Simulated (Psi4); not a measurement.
**wB97X/cc-pVTZ run of C2HF (fluoroacetylene)**

Aim: the energy change on altering one bond length of C2HF (fluoroacetylene) at wB97X/cc-pVTZ, from 2 runs. 

Program for the calculation: Psi4 1.11.

2 further runs of the same task are left out: 2 set aside as unsound or not needed.

## (1) The structure to begin with

C2HF: 4 atoms, total charge 0, spin state singlet. As SMILES, `C#CF`. Geometry: relaxed at PBE0-D4/def2-TZVP.

Bond lengths: C1–C2 1.192 Å, C2–F3 1.270 Å, C1–H4 1.063 Å. Angles: C1–C2–F3 180.0°, C2–C1–H4 180.0°.

## (2) Energy and gradient at wB97X/cc-pVTZ

c2hf.json

```json
{
 "schema_name": "qcschema_input",
 "schema_version": 1,
 "molecule": {
  "schema_name": "qcschema_molecule",
  "schema_version": 2,
  "symbols": ["C", "C", "F", "H"],
  "geometry": [-0.68224782, 0.8562538, -0.54843632, 0.57309724, -0.7196833, 0.46073413, 1.90975722, -2.39808135, 1.53502453, -1.80058774, 2.26151084, -1.44732234],
  "molecular_charge": 0,
  "molecular_multiplicity": 1,
  "fix_symmetry": "c1"
 },
 "driver": "gradient",
 "model": {
  "method": "wb97x",
  "basis": "cc-pVTZ"
 },
 "keywords": {
  "reference": "rks",
  "puream": true,
  "e_convergence": 1e-09,
  "d_convergence": 1e-08,
  "scf_type": "pk",
  "dft_radial_points": 99,
  "dft_spherical_points": 590,
  "scf_properties": ["MULLIKEN_CHARGES", "DIPOLE", "WIBERG_LOWDIN_INDICES"]
 }
}
```

The run is started by

```bash
$ psi4 --qcschema c2hf.json -n 1 --memory 2200MB
```

stdout:

```text
[...]
  Running in c1 symmetry.
[...]
  Nuclear repulsion =   55.832094240306972
[...]
  Multiplicity = 1
[...]
  Nalpha       = 11
  Nbeta        = 11
[...]
    Number of basis functions: 104
[...]
   @RKS iter   1:  -176.44971431889326   -5.36609e-01   4.95428e-03 DIIS/ADIIS
[...]
   @RKS iter  10:  -176.56344531932567   -2.39595e-11   7.78507e-09 DIIS
[...]
    Orbital Energies [Eh]
    ---------------------
    Doubly Occupied:
       1A    -24.826018     2A    -10.355039     3A    -10.269075
       4A     -1.432146     5A     -0.899166     6A     -0.754625
       7A     -0.643476     8A     -0.641888     9A     -0.641888
      10A     -0.394397    11A     -0.394397
[...]
  @RKS Final Energy:  -176.56344531932567
   => Energetics <=
    Nuclear Repulsion Energy =             55.8320942403069722
    One-Electron Energy =                -351.9982168614208149
    Two-Electron Energy =                 134.9683236751615709
    DFT Exchange-Correlation Energy =     -15.3656463733733748
    Empirical Dispersion Energy =           0.0000000000000000
    VV10 Nonlocal Energy =                  0.0000000000000000
    Total Energy =                       -176.5634453193256661
[...]
 Multipole Moments:
 ------------------------------------------------------------------------------------
     Multipole            Electronic (a.u.)      Nuclear  (a.u.)        Total (a.u.)
 ------------------------------------------------------------------------------------
 L = 1.  Multiply by 2.5417464519 to convert [e a0] to [Debye]
 Dipole X            :          1.7247204           -1.8442565           -0.1195361
 Dipole Y            :         -2.1657398            2.3160865            0.1503466
 Dipole Z            :          1.3863347           -1.4823991           -0.0960645
 Magnitude           :                                                    0.2147589
[...]
  Mulliken Charges: (a.u.)
   Center  Symbol    Alpha    Beta     Spin     Total
       1     C     3.11732  3.11732  0.00000 -0.23463
       2     C     2.96023  2.96023  0.00000  0.07955
       3     F     4.52772  4.52772  0.00000 -0.05544
       4     H     0.39473  0.39473  0.00000  0.21053
   Total alpha = 11.00000, Total beta = 11.00000, Total charge =  0.00000
  Wiberg Bond Indices using Orthogonal Lowdin Orbitals:
[...]
  -Total Gradient:
     Atom            X                  Y                   Z
    ------   -----------------  -----------------  -----------------
       1       -0.003722922561     0.004646166662    -0.002997345847
       2        0.007576769332    -0.009503171848     0.006098201732
       3       -0.003314837969     0.004164352435    -0.002667875320
       4       -0.000534827370     0.000687389406    -0.000429621007
[...]
```

The result, in JSON:

```text
{
 "driver": "gradient",
 "model": {
  "method": "wb97x",
  "basis": "cc-pVTZ"
 },
 "success": true,
 "return_result": [-0.0037229225614913986, 0.004646166661856244, -0.0029973458468937064, 0.007576769331875444, -0.009503171848410909, 0.006098201732057409, -0.0033148379694960817, 0.00416435243473387, -0.00266787532047022, -0.0005348273696955397, 0.0006873894060440838, -0.0004296210065585643],
 "properties": {
  "calcinfo_nbasis": 104,
  "calcinfo_nmo": 104,
  "calcinfo_nalpha": 11,
  "calcinfo_nbeta": 11,
  "calcinfo_natom": 4,
  "nuclear_repulsion_energy": 55.83209424030697,
  "return_energy": -176.56344531932567,
  "return_gradient": [-0.0037229225614913986, 0.004646166661856244, -0.0029973458468937064, 0.007576769331875444, -0.009503171848410909, 0.006098201732057409, -0.0033148379694960817, 0.00416435243473387, -0.00266787532047022, -0.0005348273696955397, 0.0006873894060440838, -0.0004296210065585643],
  "scf_one_electron_energy": -351.9982168614208,
  "scf_two_electron_energy": 134.96832367516157,
  "scf_xc_energy": -15.365646373373375,
  "scf_dipole_moment": [-0.119536084412311, 0.15034663427425343, -0.09606447189866962],
  "scf_total_energy": -176.56344531932567,
  "scf_total_gradient": [-0.0037229225614913986, 0.004646166661856244, -0.0029973458468937064, 0.007576769331875444, -0.009503171848410909, 0.006098201732057409, -0.0033148379694960817, 0.00416435243473387, -0.00266787532047022, -0.0005348273696955397, 0.0006873894060440838, -0.0004296210065585643],
  "scf_iterations": 10
 }
}
```

Run time: 73 s. Hardware: 1 thread of Intel Xeon at 2.50GHz (Skylake/Cascade Lake), shared host; peak memory 1.1 GiB.

## (3) The distorted shape

c2hf.xyz

```xyz
4
C2HF
C      0.349136    -0.439254     0.280589
C      1.013436    -1.273204     0.814619
F      1.720766    -2.161374     1.383109
H     -0.952830     1.196740    -0.765890
```

run.py

```python
import numpy as np
from ase.calculators.psi4 import Psi4
from ase.io import read

a = read('c2hf.xyz')
calc = Psi4(atoms=a, method='wb97x', basis='cc-pVTZ', memory='2200MB', num_threads=1, charge=0, multiplicity=1, label='psi4-calc', reference='rks')
calc.psi4.set_options({'puream': True, 'e_convergence': 1e-09, 'd_convergence': 1e-08, 'scf_type': 'pk', 'dft_radial_points': 99, 'dft_spherical_points': 590})
a.calc = calc

forces = a.get_forces()
print(f'energy: {a.get_potential_energy():.6f} eV')
print('forces / eV A^-1')
print(np.round(forces, 5))
```

The run is started by

```bash
$ python run.py
```

psi4-calc.dat:

```text
[...]
  Running in c1 symmetry.
[...]
  Nuclear repulsion =   53.335007375164722
[...]
  Multiplicity = 1
[...]
  Nalpha       = 11
  Nbeta        = 11
[...]
    Number of basis functions: 104
[...]
   @RKS iter   1:  -176.09281203431024   -4.48291e-01   5.87482e-03 DIIS/ADIIS
[...]
   @RKS iter  12:  -176.33503956205655   -3.18323e-12   2.86065e-09 DIIS
[...]
    Orbital Energies [Eh]
    ---------------------
    Doubly Occupied:
       1A    -24.816932     2A    -10.346353     3A    -10.305268
       4A     -1.423268     5A     -0.887802     6A     -0.741399
       7A     -0.633407     8A     -0.633407     9A     -0.449949
      10A     -0.385888    11A     -0.385888
[...]
  @RKS Final Energy:  -176.33503956205655
   => Energetics <=
    Nuclear Repulsion Energy =             53.3350073751647216
    One-Electron Energy =                -347.1302622968013338
    Two-Electron Energy =                 132.6691343185367202
    DFT Exchange-Correlation Energy =     -15.2089189589566391
    Empirical Dispersion Energy =           0.0000000000000000
    VV10 Nonlocal Energy =                  0.0000000000000000
    Total Energy =                       -176.3350395620565507
[...]
 Multipole Moments:
 ------------------------------------------------------------------------------------
     Multipole            Electronic (a.u.)      Nuclear  (a.u.)        Total (a.u.)
 ------------------------------------------------------------------------------------
 L = 1.  Multiply by 2.5417464519 to convert [e a0] to [Debye]
 Dipole X            :          2.0873999           -2.5101111           -0.4227113
 Dipole Y            :         -2.6213943            3.1527707            0.5313764
 Dipole Z            :          1.6778560           -2.0175921           -0.3397361
 Magnitude           :                                                    0.7592538
[...]
  -Total Gradient:
     Atom            X                  Y                   Z
    ------   -----------------  -----------------  -----------------
       1        0.039317238116    -0.049407924430     0.031599748745
       2        0.006725803633    -0.008446552209     0.005411442518
       3       -0.005655818383     0.007104033638    -0.004548791269
       4       -0.040383343195     0.050745529750    -0.032459284938
[...]
```

On the terminal:

```text
energy: -4798.320831 eV
forces / eV A^-1
[[-2.02177  2.54066 -1.62492]
 [-0.34585  0.43434 -0.27827]
 [ 0.29083 -0.3653   0.23391]
 [ 2.07659 -2.60944  1.66912]]
```

Wall time 75 s (1 thread of Intel Xeon at 2.50GHz (Skylake/Cascade Lake), shared host); peak memory 1.1 GiB.

## (4) Results

Level: wB97X/cc-pVTZ.

| quantity | value |
| --- | --- |
| first shape: total energy | -176.56345 Eh |
| first shape: dipole moment | 0.55 D |
| first shape: HOMO energy | -10.73 eV |
| first shape: LUMO energy | 3.77 eV |
| first shape: HOMO–LUMO gap | 14.50 eV |
| first shape: largest force on an atom | 0.699 eV/Å |
| distorted shape: total energy | -176.33504 Eh |
| distorted shape: dipole moment | 1.93 D |
| distorted shape: HOMO energy | -10.50 eV |
| distorted shape: LUMO energy | -3.22 eV |
| distorted shape: HOMO–LUMO gap | 7.28 eV |
| distorted shape: largest force on an atom | 3.729 eV/Å |
| energy change with the C1–H4 bond stretched from 1.063 to 2.338 Å | 6.215 eV |

With the C1–H4 bond stretched from 1.063 to 2.338 Å the energy rises by 6.22 eV (600 kJ/mol). The first shape isn't relaxed at this level, so the change isn't measured from a minimum. A restricted reference can't describe the breaking bond well at this length. The largest force (first shape) is 0.70 eV/Å: the shape isn't a stationary point for this species at this level. Mulliken charges (first shape) run from -0.23 on C1 to +0.21 on H4.
